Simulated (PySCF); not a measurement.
**XPS shifts beside NMR shieldings**

C₅H₉F.
Atom-mapped SMILES: `[CH3:1][C:2]([CH3:3])=[C:4]([CH3:5])[F:6]`

Cartesian coordinates in Å at the PBE0-D3(BJ)/def2-SVP level; atoms count from 1:
```
atom  x, y, z in Å
C1    -1.6081   -0.5258   -0.9310
C2    -0.4417   -0.0896   -0.0968
C3    -0.7662    0.3539    1.2968
C4     0.8035   -0.1073   -0.5913
C5     2.0940    0.2771    0.0363
F6     0.9965   -0.5281   -1.8605
H7    -2.3308    0.2996   -1.0511
H8    -1.2988   -0.8611   -1.9280
H9    -2.1516   -1.3501   -0.4386
H10    0.1116    0.6686    1.8751
H11   -1.2616   -0.4590    1.8550
H12   -1.4771    1.1978    1.2789
H13    2.5784    1.0716   -0.5544
H14    1.9680    0.6347    1.0639
H15    2.7839   -0.5824    0.0458
```

Binding energies: delta-SCF UKS SCAN, pcX-2 on the ionised atom, pcseg-1 elsewhere, spin-free X2C in PySCF 2.14.0. Shieldings: GIAO HF/pcSseg-2, non-relativistic, same geometry.

```tsv
atom	C 1s (eV)
C1	290.60
C2	290.22
C3	290.83
C4	292.08
C5	291.03
```

Task: What are the absolute isotropic shieldings of these atoms?

Result: 
```
atom                      environment  C 1s (eV)  isotropic shielding (ppm)
  C2  fully substituted alkene carbon     290.22                       73.5
  C1                   allylic carbon     290.60                      175.8
  C3                   allylic carbon     290.83                      173.4
  C5                   allylic carbon     291.03                      176.7
  C4               vinylic C–F carbon     292.08                       32.7
```

Task: Among the listed atoms, is the one with the highest binding energy also the least shielded?

Result: Yes: C4 has both (292.08 eV, 32.7 ppm).

By binding energy: C2 < C1 < C3 < C5 < C4. By shielding: C4 < C2 < C3 < C1 < C5.

Geometry: PBE0-D3(BJ)/def2-SVP; no solvent, vibrations or thermal averaging.
